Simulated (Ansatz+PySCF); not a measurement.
## doublet CH2F: levels of theory in one basis

```xyz
4

C     0.6659    0.0000   -0.0539
H     1.1105   -0.9139    0.1253
H     1.1105    0.9139    0.1253
F    -0.6752    0.0000    0.0143
```

Basis set: cc-pVTZ (spherical functions). Frozen core: 2 orbitals. Correlation on ROHF uses semicanonical orbitals with singles. Charge 0, multiplicity 2.

Computed with Ansatz (development build ahead of 0.2.0); each method stands on the lowest determinant of its kind that the runs found.

```tsv
method	E − E(ROHF) (eV)	<S²> of the determinant
ROHF	0.00	0.75
UHF	-0.12	0.76
ROHF-MP2	-10.94	–
UHF-MP2	-10.93	0.76
```

(1) What does ROHF-CCSD(T) give on the same scale?

Results:

(1) -11.69 eV.
